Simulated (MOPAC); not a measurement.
MOPAC input (PM7):

```
PM7 PRECISE GNORM=0.05 LET XYZ CHARGE=-1 GEO-OK AUX(PRECISION=9) THREADS=1
C4H5

C     0.67688169 1    1.87909051 1    0.00456160 1
C     0.64867590 1    0.51480462 1   -0.00128429 1
C    -0.52064484 1   -0.34362682 1    0.00133677 1
C    -0.56703703 1   -1.69230207 1   -0.00434098 1
H    -0.38805236 1    2.22647996 1    0.01191488 1
H     1.59405509 1   -0.04915997 1   -0.00893608 1
H    -1.46966202 1    0.19639132 1    0.00890315 1
H     0.34230041 1   -2.28632637 1   -0.01192782 1
H    -1.50589545 1   -2.23518239 1   -0.00159280 1
```

What heat of formation does the run end on?

62.67 kcal/mol.
